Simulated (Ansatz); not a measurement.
Energy needed to pull apart AlBNH₅ (SMILES [BH2][AlH][NH2]), closed shell, into free ground-state atoms, from the structure below (displaced at random from a GFN2-xTB minimum); no zero-point or spin–orbit terms; open-shell atoms are treated unrestricted, in their ground-state multiplicity.

```xyz
8
angstrom
B -1.3658 0.9297 -0.9600
Al 0.3016 0.3056 0.4111
N 0.9452 -1.1693 0.6403
H -1.8014 -0.1440 -1.3489
H -1.4875 1.7641 -1.3448
H 1.0663 1.5210 1.0669
H 1.8298 -1.3953 1.3637
H 0.8287 -2.0563 0.1383
```

Computed with Ansatz 0.2.0 (basis: def2-TZVPP); correlated methods freeze the cores.

| method | atomization energy (kcal/mol) |
| --- | --- |
| PBE-D4 | 527.1 |
| r2SCAN-D4 | ? |
| PBE0-D4 | 520.0 |
| BHLYP-D4 | 516.5 |
| CAM-B3LYP-D4 | 531.5 |
| wB97M-V | 528.4 |
| HF | ? |
| MP2 | 510.0 |
| CCSD | 501.5 |
| CCSD(T) | 507.8 |

Problem. What does HF give? (Judge from chemistry; the value comes from the calculation.)

Solution. The calculation gives: 368.9 kcal/mol, which is about 138.9 kcal/mol less than CCSD(T)/def2-TZVPP.

Problem. What does r2SCAN-D4 give? (Judge from chemistry; the value comes from the calculation.)

Solution. Computed: 524.6 kcal/mol, which is about 16.7 kcal/mol more than CCSD(T)/def2-TZVPP.

In triple zeta the MP2 and coupled-cluster atomization energies are still short of their basis limit by a few kcal/mol a bond, whereas those of the functionals are nearly converged, so these differences are not deviations from converged CCSD(T).

The T1 diagnostic stays at or below 0.011.

For scale, one of the runs: CCSD(T)/def2-TZVPP forces, 174 basis functions (an equivalent command: `ansatz run in.yaml --threads 4`). Hardware: 4 CPU threads, shared host. Wall time 54 s; peak host memory 2.9 GiB.
